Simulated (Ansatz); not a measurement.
**AlSiH3 (triplet): the correlation ladder at distance Al1–H4 along a hydrogen transfer = 1.586 Å, cc-pVDZ**

An exercise on one series of results from a longer session: the logs are not shown, and one member is left open.

Program: Ansatz 0.2.0, Gaussian basis. Level of theory: cc-pVDZ, core rule «outside noble gas», up to 10 orbitals frozen. These are calculated values, not measurements.

The runs, in order: UHF; CCSD(T) on ROHF; CCSD(T) on UHF; BCCD(T) on ROHF; CISD; CCSDT(Q) on ROHF; CCSDT(Q) on UHF; CASSCF and MRCISD+Q, 4 electrons in 4 orbitals; CASSCF and NEVPT2, 4 electrons in 4 orbitals.

15 further runs of the same task are left out: 9 for a known fault of the program, 1 for a mislabelled method, 5 that didn't finish.

## The geometry

The geometry derives from fragments relaxed apart (PBE0/def2-TZVP) and kept rigid, so it is no stationary point. A hydrogen atom is moved between rigid fragments.

5 atoms, charge 0, spin multiplicity 3.

Atoms are counted from 1 here; the program's logs count them from 0.

Bond lengths: Al1–H2 1.586 Å, Al1–H3 1.586 Å, Al1–H4 1.586 Å. Angles: H2–Al1–H3 120.0°, H2–Al1–H4 120.0°, H3–Al1–H4 120.0°.

Set-up of the first run:

File in.yaml:

```yaml
crystal:
  periodic: [false, false, false]
  atoms:
    - {symbol: Al, position_ang: [-1.694098, 0.000000, 0.000000]}
    - {symbol: H, position_ang: [-2.487021, 1.373384, 0.000000]}
    - {symbol: H, position_ang: [-2.487021, -1.373384, 0.000000]}
    - {symbol: H, position_ang: [-0.108250, 0.000000, 0.000000]}
    - {symbol: Si, position_ang: [1.809902, 0.000000, 0.000000]}
basis:
  gaussian: {orbitals: cc-pVDZ}
magnetization: {spin_polarized: true, initial_magnetization: 2}
hamiltonian: {xc: hf}
output: {orbitals: {seedname: orbitals}}
```

Run with:

```
ansatz run in.yaml --threads 1 --pin off --events-out ev --progress --plain --max-ram 2393MiB
```

Steps of the session up to this table: UHF; CCSD(T) on ROHF; CCSD(T) on UHF; BCCD(T) on ROHF; CISD; CCSDT(Q) on ROHF; CCSDT(Q) on UHF; CASSCF and MRCISD+Q, 4 electrons in 4 orbitals; CASSCF and NEVPT2, 4 electrons in 4 orbitals.

One table of the session follows, with a row left open; its other results are not shown here.

```
       method  from UCCSDT(Q) (kJ/mol)
         ROHF                   +472.4
          UHF                   +460.1
         RMP2                   +120.8
         UMP2                   +122.0
         CISD                    +46.4
        RCCSD                    +12.2
        UCCSD                    +11.9
     RCCSD(T)                     +3.2
     UCCSD(T)                     +3.2
      BCCD(T)                        ?
       RCCSDT                     +0.4
       UCCSDT                     +0.4
    RCCSDT(Q)                      0.0
    UCCSDT(Q)                        0
  CASSCF pair                   +435.8
  MRCISD pair                    +40.8
MRCISD+Q pair                     -1.7
```

**Question.** Estimate the row for BCCD(T).

**Answer.** from UCCSDT(Q) (kJ/mol): +3.1. In the column «from UCCSDT(Q) (kJ/mol)» it lies between UCCSDT (+0.4) and RCCSD(T) (+3.2).

Not comparable, so not listed: CASSCF and NEVPT2, 4 electrons in 4 orbitals (they don't share determinant, frozen orbitals or solution with the rows shown, or repeat one).

Caveats from the session: Restricted and unrestricted rows rest on different reference determinants; where their highest levels disagree by more than a few hundredths of an eV, they describe different states and don't form one ladder. Warnings in the runs' records: passed over end.
